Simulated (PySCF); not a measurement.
A structure optimised at TPSSh-D3(BJ)/def2-TZVP, used in a PySCF frequency run:

```xyz
3

O      0.0000     1.1015     0.1413
N      0.0000     0.0000    -0.3229
O      0.0000    -1.1015     0.1413
```
Charge 0, spin multiplicity 2.

Problem. Write its SMILES, formula and point group.

Solution. [O]N=O, NO2, C2v

Problem. What are its rotational constants (standard atomic weights)?

Solution. 240.78, 13.018, 12.350 GHz
